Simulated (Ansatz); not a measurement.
**The Li+ ion: how energies converge with the basis set**

The task here is to estimate one member of a computed series from the others.

Program: Ansatz 0.2.0, Gaussian basis. Level of theory: one geometry, several basis sets. These are calculated values, not measurements.

Plan: PBE0/def2-SVP; ωB97M-V/def2-SVP; PBE0/def2-QZVPP; ωB97M-V/def2-QZVPP; the functionals' def2-TZVPP values are taken from earlier runs.

## The atom

SMILES `[Li+]`, 1 atom, charge 1, spin multiplicity 1.

The first run:

Contents of in.yaml:

```yaml
crystal:
  periodic: [false, false, false]
  atoms:
    - {symbol: Li, position_ang: [0.000000, 0.000000, 0.000000]}
basis:
  gaussian: {orbitals: def2-SVP}
total_charge: 1
hamiltonian: {xc: pbe0}
output: {orbitals: {seedname: orbitals}}
```

Among the steps run: PBE0 in def2-SVP; ωB97M-V in def2-SVP; PBE0 in def2-QZVPP; ωB97M-V in def2-QZVPP.

One of the session's tables, all rows but one given; the rest of the session is left out.

It belongs to the step «Functionals by basis». 

| functional | basis | HOMO (eV) | LUMO (eV) |
| --- | --- | --- | --- |
| PBE0 | def2-SVP | -64.43 | -6.19 |
| PBE0 | def2-TZVPP | -64.48 | -6.33 |
| PBE0 | def2-QZVPP | -64.48 | -6.34 |
| ωB97M-V | def2-SVP | ? | ? |
| ωB97M-V | def2-TZVPP | -67.25 | -6.00 |
| ωB97M-V | def2-QZVPP | -67.25 | -5.99 |

Q: Estimate the row for ωB97M-V, def2-SVP from the others.

As computed: HOMO (eV): -67.29; LUMO (eV): -6.41. In the column «HOMO (eV)» it is the lowest.
